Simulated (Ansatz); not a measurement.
# Rock-salt MgS

These are LDA (Ansatz, a program for electronic structure, PAW) values and carry that method's errors.

Settings: plane-wave cutoff 520 eV, 12×12×12 k mesh, Fermi–Dirac smearing 0.01 eV, scalar-relativistic PAW data made under PBE.

Cell (relaxed at this level):

```xyz
2
Lattice="0.0000 2.5645 2.5645 2.5645 0.0000 2.5645 2.5645 2.5645 0.0000" Properties=species:S:1:pos:R:3 pbc="T T T"
Mg     0.0000     0.0000     0.0000
S      2.5645     2.5645     2.5645
```

```
Quantity                                                 Result
-------------------------------------------  ------------------
bulk modulus B0                                        83.2 GPa
band gap                                     2.65 eV (indirect)
smallest direct gap on the k points sampled             3.83 eV
width of the whole s-p valence band                    12.91 eV
pressure derivative B′ of the bulk modulus                  4.1
```

Measured, for comparison: bulk modulus 81 GPa (corrected for zero-point motion; as tabulated in Goldzak et al. (2022), arXiv:2208.04865). Computed (rounded) less measured: bulk modulus +3 %.

Cost on a shared machine: roughly 20 core-seconds.
